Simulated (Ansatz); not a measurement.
**PH3S (SMILES [PH3]=S) at 6 levels**

We compute a comparison of 6 runs (HF/STO-3G, B3LYP/STO-3G, SVWN5/STO-3G, UMP2/STO-3G, CCSD/STO-3G, CCSD(T)/STO-3G) of PH3S. 

Program for the calculation: Ansatz 0.2.0.

47 further runs of the same task are left out: 47 set aside as unsound or not needed.

### 1 The system as given

The species is PH3S (5 atoms), meant as a singlet with charge 0. SMILES: `[PH3]=S`. The H3–P1 distance was set to 3.486 Å, away from the relaxed value. At this shape a bond of the SMILES string is far longer than usual.

Bond lengths: P1–S2 1.914 Å, P1–H4 1.394 Å, P1–H5 1.394 Å. Angles: S2–P1–H4 118.2°, S2–P1–H5 118.2°, H4–P1–H5 99.4°.

### 2 A single-point energy at HF/STO-3G (run 1)

Contents of input.yaml:

```yaml
basis:
  gaussian:
    orbitals: STO-3G
crystal:
  periodic: [false, false, false]
  atoms:
    - {symbol: P, position_ang: [1.770065, -0.709397, -0.872663]}
    - {symbol: S, position_ang: [3.023835, -1.643937, 0.230937]}
    - {symbol: H, position_ang: [-1.166840, 0.461930, 0.594540]}
    - {symbol: H, position_ang: [1.229675, -1.379377, -1.969513]}
    - {symbol: H, position_ang: [2.191855, 0.459583, -1.504593]}
total_charge: 0
hamiltonian:
  xc: hf
accuracy: high
```

The run is started by

```console
$ ansatz run input.yaml --threads 1 --pin off --max-ram 2610MiB --events-out events.jsonl --progress --plain --runs-dir runs
```

The log of the run:

```text
Warning: RAYON_NUM_THREADS=1 ignored (pool sized by the plan → 1); use --threads N
Functional definition: HF
  name "HF"
  exchange = exact_x
  correlation = 0
360 factors; integrals over basis functions are off by at most 2.7e-8 eV
mean field evaluation 1: about -19896.1802 eV, gradient 2.6e1 eV
mean field evaluation 2: about -19896.1926 eV, gradient 2.6e1 eV
mean field evaluation 4: about -19898.2036 eV, gradient 1.8e1 eV
mean field evaluation 8: about -19902.1333 eV, gradient 1.2e1 eV
mean field evaluation 16: about -19903.4858 eV, gradient 2.7e-5 eV
mean field -19903.48576593 eV, -731.4396108309 hartree, gradient 5.3e-8 eV, S^2 0.000000; 1 other end points of the search recorded, 0 dependent functions left out
reference -19903.48576593 eV, -731.4396108309 hartree; 17, 17 occupied and 4, 4 virtual orbitals, 360 factors
Total energy: -19903.48576593 eV, -731.4396108309 hartree
```

Run time: 0.12 s. Hardware: 1 thread of Intel Xeon 6975P-C (Granite Rapids), shared host.

### 3 The energy at B3LYP/STO-3G (run 2)

Contents of run.yaml:

```yaml
crystal:
  periodic: [false, false, false]
  atoms:
    - symbol: P
      position_ang: [1.770065, -0.709397, -0.872663]
    - symbol: S
      position_ang: [3.023835, -1.643937, 0.230937]
    - symbol: H
      position_ang: [-1.166840, 0.461930, 0.594540]
    - symbol: H
      position_ang: [1.229675, -1.379377, -1.969513]
    - symbol: H
      position_ang: [2.191855, 0.459583, -1.504593]
basis:
  gaussian: {orbitals: STO-3G}
hamiltonian: {xc: {name: B3LYP}}
accuracy: high
```

The run is started by

```console
$ ansatz run run.yaml --threads 1 --pin off --max-ram 2610MiB --events-out events.jsonl --progress --plain --runs-dir runs
```

The log of the run:

```text
Warning: RAYON_NUM_THREADS=1 ignored (pool sized by the plan → 1); use --threads N
Functional definition: B3LYP
  name "B3LYP"
  parameter a0 = 0.2
  parameter ax = 0.72
  parameter ac = 0.81
  exchange = (1 - a0 - ax)*slater_x + ax*b88_x + a0*exact_x
  correlation = (1 - ac)*vwn_rpa_c + ac*lyp_c
360 factors; integrals over basis functions are off by at most 2.7e-8 eV
mean field evaluation 1: about -19930.6139 eV, gradient 2.7e1 eV
mean field evaluation 2: about -19925.9053 eV, gradient 2.8e1 eV
mean field evaluation 4: about -19929.3026 eV, gradient 1.2e1 eV
mean field evaluation 8: about -19939.0162 eV, gradient 1.4e1 eV
mean field evaluation 16: about -19940.3096 eV, gradient 1.1e-8 eV
mean field -19940.30956041 eV, -732.7928603178 hartree, gradient 1.1e-8 eV, S^2 0.000000; 0 other end points of the search recorded, 0 dependent functions left out
reference -19940.30959032 eV, -732.7928614172 hartree; 17, 17 occupied and 4, 4 virtual orbitals, 360 factors
Total energy: -19940.30959032 eV, -732.7928614172 hartree
```

Run time: 0.68 s. Hardware: 1 thread of Intel Xeon 6975P-C (Granite Rapids), shared host; peak memory 0.11 GiB.

Runs 3 to 4 aren't shown in full; the table further down has their settings and results.

### 4 The energy at CCSD/STO-3G (run 5)

Contents of molecule.yaml:

```yaml
basis:
  gaussian:
    orbitals: STO-3G
crystal:
  periodic: [false, false, false]
  atoms:
    - {symbol: P, position_ang: [1.770065, -0.709397, -0.872663]}
    - {symbol: S, position_ang: [3.023835, -1.643937, 0.230937]}
    - {symbol: H, position_ang: [-1.166840, 0.461930, 0.594540]}
    - {symbol: H, position_ang: [1.229675, -1.379377, -1.969513]}
    - {symbol: H, position_ang: [2.191855, 0.459583, -1.504593]}
total_charge: 0
correlation:
  method: ccsd
  frozen_orbitals: {H: 0, P: 5, S: 5}
accuracy: high
scf:
  omitted_lower_state_checks: [cluster_reference, increment]
```

The run is started by

```console
$ ansatz run molecule.yaml --threads 1 --pin off --max-ram 2610MiB --events-out events.jsonl --progress --plain --runs-dir runs
```

The log of the run:

```text
Warning: RAYON_NUM_THREADS=1 ignored (pool sized by the plan → 1); use --threads N
[... 12 lines left out ...]
10 core orbitals not correlated: weight in the atoms' cores, before any rotation towards them, 1.000 or more for the frozen orbitals, at most 0.000 for the correlated occupied ones
[... 37 lines left out ...]
WARN: these amplitudes may be one of several solutions (largest doubles amplitude 0.93, level shift 14.03 eV)
Total energy: -19910.96881963 eV, -731.7146079821 hartree
Checks for a lower state left out: cluster_reference, increment
```

Wall time 0.16 s (1 thread of Intel Xeon 6975P-C (Granite Rapids), shared host).

### 5 A single-point energy at CCSD(T)/STO-3G (run 6)

Contents of job.yaml:

```yaml
crystal:
  periodic: [false, false, false]
  atoms:
    - {symbol: P, position_ang: [1.770065, -0.709397, -0.872663]}
    - {symbol: S, position_ang: [3.023835, -1.643937, 0.230937]}
    - {symbol: H, position_ang: [-1.166840, 0.461930, 0.594540]}
    - {symbol: H, position_ang: [1.229675, -1.379377, -1.969513]}
    - {symbol: H, position_ang: [2.191855, 0.459583, -1.504593]}
basis:
  gaussian:
    orbitals: STO-3G
correlation:
  method: ccsd_t
  frozen_orbitals: {H: 0, P: 5, S: 5}
accuracy: high
scf:
  omitted_lower_state_checks: [cluster_reference, increment]
```

The run is started by

```console
$ ansatz run job.yaml --threads 1 --pin off --max-ram 2610MiB --events-out events.jsonl --progress --plain --runs-dir runs
```

The log of the run:

```text
Warning: RAYON_NUM_THREADS=1 ignored (pool sized by the plan → 1); use --threads N
[... 12 lines left out ...]
10 core orbitals not correlated: weight in the atoms' cores, before any rotation towards them, 1.000 or more for the frozen orbitals, at most 0.000 for the correlated occupied ones
[... 38 lines left out ...]
WARN: these amplitudes may be one of several solutions (largest doubles amplitude 0.93, level shift 14.03 eV)
Total energy: -19911.49912095 eV, -731.7340961962 hartree
Checks for a lower state left out: cluster_reference, increment
```

It took 0.16 s on 1 thread of Intel Xeon 6975P-C (Granite Rapids), shared host.

### 6 The series

| run | level | frozen core orbitals | energy (Eh) | wall time |
| --- | --- | --- | --- | --- |
| 1 | HF/STO-3G | – | -731.439611 | 0.12 s |
| 2 | B3LYP/STO-3G | – | -732.792861 | 0.68 s |
| 3 | SVWN5/STO-3G | – | -730.077418 | 0.4 s |
| 4 | UMP2/STO-3G | 10 | -731.703773 | 0.32 s |
| 5 | CCSD/STO-3G | 10 | -731.714608 | 0.16 s |
| 6 | CCSD(T)/STO-3G | 10 | -731.734096 | 0.16 s |

### 7 What came out

```
                                           quantity          value
                                run 6: total energy  -731.73410 Eh
run 6: correlation energy (10 core orbitals frozen)     -294.5 mEh
                              run 6: (T) correction     -19.49 mEh
                               run 6: T1 diagnostic          0.047
```

**Reading.** Below the HF energy at the same shape and in the same basis (STO-3G): UMP2 -264.2 mEh; CCSD -275.0 mEh; CCSD(T) -294.5 mEh. Some of these start from another determinant than that one, so these aren't their correlation energies. Totals of different functionals can't be ranked against each other. In runs 5, 6 the T1 diagnostic is large, so a single reference may not serve. In runs 5, 6 the log says that unrestricted orbitals would lower the reference, so the values rest on an unstable closed-shell determinant (other closed-shell runs at this shape may share the fault). In runs 1, 2, 3, 4, 5, 6 the basis is minimal, so the values are rough. In runs 1, 2, 3, 5, 6 a closed-shell determinant meets a far-stretched bond, which it describes badly. Spin contamination of the reference: run 4 ⟨S²⟩ = 1.00. Where it is this large, the reference is a mixture of spin states, and values that rest on it are in doubt. All runs together took 1.8 s, the longest 0.68 s.
